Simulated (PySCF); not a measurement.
Species: 2-methyl-1-butene, C₅H₁₀.
SMILES: `C=C(C)CC`

Torsions of this conformer, `[CH2:1]=[C:2]([CH3:3])[CH2:4][CH3:5]`: C1–C2–C4–C5 115°.

The closed-shell ground state was solved at several levels (PySCF, density fitting, gas phase, non-relativistic). The structure is a single PBE0-D3(BJ)/def2-TZVP conformer in the gas phase; no vibrational or solvent corrections.

```tsv
level	basis functions	HOMO (eV)	LUMO (eV)	gap (eV)	dipole (D)
PBE0/pcSseg-2	320	-7.05	0.36	7.41	0.58
wB97X-D/aug-cc-pVTZ	460	-8.88	0.87	9.75	0.58
CAM-B3LYP/aug-cc-pVTZ	460	-8.37	0.26	8.63	0.58
```

**Question.** Estimate the row for PBE0/aug-cc-pVTZ, a basis of 460 functions; the other rows only guide the guess.

**Answer.** HOMO -7.04 eV, LUMO -0.10 eV, gap 6.94 eV, dipole 0.58 D.

**Question.** Over all these levels, which gives the widest orbital gap and which the narrowest?

**Answer.** wB97X-D/aug-cc-pVTZ (range-separated hybrid) has the widest, 9.75 eV, and PBE0/aug-cc-pVTZ (global hybrid, 25 % exact exchange) the narrowest, 6.94 eV. The two share the basis. From the narrowest to the widest the HOMO moves by -1.84 eV and the LUMO by +0.97 eV.

**Question.** How far do the dipole and the HOMO energy spread over the levels?

**Answer.** The dipole runs from 0.58 to 0.58 D (mean 0.58 D) and the HOMO from -8.88 to -7.04 eV.
